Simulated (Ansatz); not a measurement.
Energy profile

The step: SiH₃Cl ([SiH3][Cl]) + SiH₄ → SiH₃Cl ([SiH3][Cl]) + SiH₄; bonds formed: Si1–H7, Cl2–Si6; bonds broken: Si1–Cl2, Si6–H7 (atoms numbered as in the saddle structure below).

| atom | x (Å) | y (Å) | z (Å) |
| --- | --- | --- | --- |
| Si1 | -0.3263 | 0.8093 | -1.2548 |
| Cl2 | 0.9152 | -1.1130 | -0.9304 |
| H3 | 0.0283 | 0.6611 | -2.6998 |
| H4 | -1.8101 | 0.7166 | -1.2370 |
| H5 | 0.2579 | 2.1229 | -0.8754 |
| Si6 | 0.3071 | -0.7851 | 1.2748 |
| H7 | -0.3871 | 0.4768 | 0.3975 |
| H8 | 0.9967 | 0.2673 | 2.0669 |
| H9 | 1.0936 | -2.0244 | 1.5601 |
| H10 | -1.0754 | -1.1314 | 1.6981 |

Electronic energies by CCSD(T) at an estimated basis limit (MP2 extrapolated from triple and quadruple zeta, plus CCSD(T) − MP2 in triple zeta), on PBE0-D4/def2-TZVP structures; Si2H7Cl, singlet; no counterpoise correction. Program: Ansatz 0.2.0. Basis: def2-TZVPP and def2-QZVPP. Cores are frozen in the correlated methods. Extrapolation: Hartree–Fock as exp(−7.88 √X), correlation as X^−2.97.

(1) Give the profile in eV, counted from the separated reactants. (To be estimated.)

No T1 diagnostic of these runs exceeds 0.012. The start structure is not quite a true minimum (one mode of 54i cm⁻¹). The end structure is not quite a true minimum (one mode of 56i cm⁻¹).

Answers

(1) By the calculation:
| point | eV |
| --- | --- |
| separated: SiH3Cl (linked as [SiH3][Cl]; Si1, Cl2, H3, H4, H5; singlet) + SiH4 (Si6, H7, H8, H9, H10; singlet) | 0.000 |
| start structure | -0.046 |
| saddle | 2.002 |
| end structure | -0.046 |
| separated: SiH4 (Si1, H3, H4, H5, H7; singlet) + SiH3Cl (linked as [SiH3][Cl]; Cl2, Si6, H8, H9, H10; singlet) | 0.000 |

Ligand swaps between two centres remove the fluorinated layer in thermal atomic layer etching, and scramble precursors in the gas phase.

For scale, one of the runs: CCSD(T)/def2-TZVPP, 224 basis functions, launched by `ansatz run in.yaml --threads 4 --pin off --events-out ev --progress --plain --max-ram 9574MiB`. Hardware: 4 CPU threads of an Arm Neoverse V1, shared host. Wall time 37 s; peak host memory 3.2 GiB.
